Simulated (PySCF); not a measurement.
**Basis-set dependence of population analyses: `[SiH3][SiH2]S`**

Species: H6SSi2.
SMILES with atom numbers: `[SiH3:1][SiH2:2][SH:3]` (hydrogens: H4, H5, H6 on Si1; H7, H8 on Si2; H9 on S3)

PBE0 throughout (PySCF), one geometry, spherical d and f functions. One conformer (not necessarily the lowest) at the PBE0-D3(BJ)/def2-SVP geometry, without solvent, vibrations or thermal averaging. Atoms taken as equivalent share a column and are averaged.

Mulliken charges (e):

| basis | functions | Si1 | Si2 | S3 | H4/H5/H6 | H7/H8 | H9 |
| --- | --- | --- | --- | --- | --- | --- | --- |
| STO-3G | 33 | +0.345 | +0.323 | -0.087 | -0.113 | -0.111 | -0.019 |
| 6-31G | 51 | +0.269 | +0.280 | -0.264 | -0.077 | -0.066 | +0.077 |
| pcSseg-0 | 51 | +0.059 | +0.172 | -0.429 | -0.007 | +0.017 | +0.184 |
| 6-31G* | 66 | +0.144 | +0.214 | -0.296 | -0.041 | -0.034 | +0.128 |
| cc-pVDZ | 84 | +0.085 | +0.144 | -0.233 | -0.025 | -0.017 | +0.114 |
| def2-SVP | 84 | +0.148 | +0.228 | -0.266 | -0.046 | -0.037 | +0.102 |
| aug-cc-pVDZ | 135 | -0.783 | -0.248 | -0.447 | +0.264 | +0.271 | +0.143 |
| 6-311+G(2d,p) | 141 | +0.109 | +0.148 | -0.184 | -0.041 | -0.035 | +0.119 |
| def2-TZVP | 147 | +0.021 | +0.151 | -0.313 | -0.007 | -0.004 | +0.171 |
| cc-pVTZ | 186 | +0.055 | +0.162 | -0.243 | -0.016 | -0.018 | +0.111 |
| IGLO-III | 192 | +0.474 | +0.572 | -0.317 | -0.149 | -0.150 | +0.017 |

IAO charges (e):

| basis | functions | Si1 | Si2 | S3 | H4/H5/H6 | H7/H8 | H9 |
| --- | --- | --- | --- | --- | --- | --- | --- |
| STO-3G | 33 | +0.376 | +0.368 | -0.172 | -0.121 | -0.113 | +0.016 |
| 6-31G | 51 | +0.158 | +0.280 | -0.284 | -0.051 | -0.053 | +0.106 |
| pcSseg-0 | 51 | +0.108 | +0.237 | -0.277 | -0.036 | -0.038 | +0.115 |
| 6-31G* | 66 | +0.258 | +0.382 | -0.290 | -0.087 | -0.092 | +0.093 |
| cc-pVDZ | 84 | +0.255 | +0.385 | -0.299 | -0.087 | -0.092 | +0.104 |
| def2-SVP | 84 | +0.265 | +0.389 | -0.289 | -0.090 | -0.096 | +0.099 |
| aug-cc-pVDZ | 135 | +0.257 | +0.389 | -0.312 | -0.087 | -0.092 | +0.110 |
| 6-311+G(2d,p) | 141 | +0.280 | +0.407 | -0.307 | -0.094 | -0.100 | +0.104 |
| def2-TZVP | 147 | +0.284 | +0.414 | -0.307 | -0.096 | -0.102 | +0.103 |
| cc-pVTZ | 186 | +0.273 | +0.405 | -0.310 | -0.092 | -0.098 | +0.107 |
| IGLO-III | 192 | +0.283 | +0.408 | -0.302 | -0.096 | -0.102 | +0.103 |

Hirshfeld charges (e):

```csv
basis,functions,Si1,Si2,S3,H4/H5/H6,H7/H8,H9
STO-3G,33,+0.246,+0.265,-0.116,-0.081,-0.083,+0.014
6-31G,51,+0.182,+0.203,-0.149,-0.060,-0.058,+0.059
pcSseg-0,51,+0.196,+0.223,-0.150,-0.064,-0.065,+0.053
6-31G*,66,+0.190,+0.204,-0.144,-0.063,-0.063,+0.066
cc-pVDZ,84,+0.204,+0.214,-0.127,-0.069,-0.071,+0.058
def2-SVP,84,+0.210,+0.218,-0.122,-0.071,-0.074,+0.056
aug-cc-pVDZ,135,+0.203,+0.214,-0.125,-0.069,-0.069,+0.053
"6-311+G(2d,p)",141,+0.207,+0.212,-0.127,-0.070,-0.070,+0.057
def2-TZVP,147,+0.203,+0.210,-0.125,-0.069,-0.070,+0.058
cc-pVTZ,186,+0.203,+0.212,-0.125,-0.068,-0.069,+0.054
IGLO-III,192,+0.202,+0.212,-0.117,-0.069,-0.071,+0.052
```

ESP-fitted charges (e):

| basis | functions | Si1 | Si2 | S3 | H4/H5/H6 | H7/H8 | H9 |
| --- | --- | --- | --- | --- | --- | --- | --- |
| STO-3G | 33 | +0.125 | +0.278 | -0.265 | -0.047 | -0.062 | +0.127 |
| 6-31G | 51 | +0.098 | +0.264 | -0.431 | -0.035 | -0.032 | +0.238 |
| pcSseg-0 | 51 | +0.047 | +0.305 | -0.464 | -0.024 | -0.040 | +0.264 |
| 6-31G* | 66 | +0.090 | +0.179 | -0.341 | -0.032 | -0.019 | +0.207 |
| cc-pVDZ | 84 | +0.075 | +0.136 | -0.292 | -0.028 | -0.014 | +0.192 |
| def2-SVP | 84 | +0.088 | +0.170 | -0.303 | -0.033 | -0.025 | +0.196 |
| aug-cc-pVDZ | 135 | +0.068 | +0.110 | -0.270 | -0.024 | -0.005 | +0.175 |
| 6-311+G(2d,p) | 141 | +0.081 | +0.114 | -0.279 | -0.028 | -0.008 | +0.185 |
| def2-TZVP | 147 | +0.086 | +0.126 | -0.271 | -0.031 | -0.014 | +0.179 |
| cc-pVTZ | 186 | +0.087 | +0.131 | -0.270 | -0.031 | -0.015 | +0.175 |
| IGLO-III | 192 | +0.093 | +0.069 | -0.239 | -0.030 | -0.001 | +0.168 |

Some averages cover members that differ in this geometry, most widely: H7/H8, ESP-fitted in 6-311+G(2d,p) -0.041 to +0.025; H7/H8, ESP-fitted in aug-cc-pVDZ -0.037 to +0.027; H7/H8, ESP-fitted in def2-TZVP -0.046 to +0.018; H7/H8, ESP-fitted in IGLO-III -0.032 to +0.031 e.

Which scheme is steadiest as the basis changes?

Largest range over the bases for any column: Hirshfeld 0.06 e, ESP-fitted 0.24 e, IAO 0.27 e, Mulliken 1.26 e. Hirshfeld charges move least and Mulliken charges most, counted in e. Without the minimal STO-3G basis the ranges are Hirshfeld 0.03, ESP-fitted 0.24, IAO 0.18, Mulliken 1.26 e.

How much do the charges still move between the two largest bases, cc-pVTZ and IGLO-III?

At most, over all atoms: Mulliken 0.419 e, IAO 0.010 e, Hirshfeld 0.008 e, ESP-fitted 0.061 e.

What do the same runs give for the total energy, the frontier levels and the dipole moment?

```
        basis  energy (Eh)  HOMO (eV)  LUMO (eV)  μ (D)
       STO-3G    -969.3022      -3.45       5.40   1.16
        6-31G    -980.2616      -7.26      -0.27   2.03
     pcSseg-0    -979.2234      -7.43      -0.43   2.05
       6-31G*    -980.3475      -7.24      -0.29   1.47
      cc-pVDZ    -980.4073      -7.21      -0.15   1.14
     def2-SVP    -980.1000      -7.22      -0.15   1.15
  aug-cc-pVDZ    -980.4130      -7.30      -0.54   1.10
6-311+G(2d,p)    -980.4417      -7.30      -0.55   1.11
    def2-TZVP    -980.4434      -7.31      -0.40   1.03
      cc-pVTZ    -980.4536      -7.32      -0.35   1.04
     IGLO-III    -980.4393      -7.23      -0.28   0.90
```

The dipole is fixed by the density alone, so its range of 1.15 D shows that the density itself changes with the basis, not only its division among atoms.
